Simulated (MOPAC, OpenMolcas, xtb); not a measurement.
BNH3O (SMILES N[B]O): methods side by side

BNH3O has 6 atoms, charge 0, and is taken as a doublet. SMILES: `N[B]O`. Geometry: relaxed at PBE0-D4/def2-TZVP. This is one conformer, not always the lowest.

```xyz
6

N    -0.7813    0.1846   -0.5604
B     0.0326   -0.4904    0.3415
O     1.2702   -0.0471    0.6846
H    -1.6949   -0.1398   -0.8155
H    -0.4989    1.0427   -1.0120
H     1.7143   -0.6140    1.3157
```

Quantity: the dipole moment, in D. The values are calculated.

| level | kind | program | value (D) | CPU time |
| --- | --- | --- | --- | --- |
| AM1 | semi-empirical | MOPAC | 0.65 | under 2 s |
| PM3 | semi-empirical | MOPAC | 1.01 | under 2 s |
| PM6 | semi-empirical | MOPAC | 0.85 | under 2 s |
| GFN0-xTB | semi-empirical | xtb | 0.51 | under 2 s |
| UHF/STO-3G | Hartree–Fock | OpenMolcas | 0.83 | 2.4 s |
| UHF/3-21G | Hartree–Fock | OpenMolcas | 0.77 | 2.2 s |
| UHF/def2-SVP | Hartree–Fock | OpenMolcas | 0.57 | 3.8 s |
| UHF/6-311G** | Hartree–Fock | OpenMolcas | 0.57 | 5.6 s |
| UHF/cc-pVTZ | Hartree–Fock | OpenMolcas | 0.52 | 38 s |
| UBP86/def2-SVP | GGA | OpenMolcas | 0.56 | 23 s |

The values span 0.51 to 1.01 D. Magnitudes only: a small dipole may point the other way at some levels. Sets without polarisation functions give poor dipoles. Without the sets that lack polarisation functions the rows with a basis span only 0.52 to 0.57 D. Times are those of the runs behind each value, whatever else they computed, on shared processors of several kinds: orders of magnitude only.
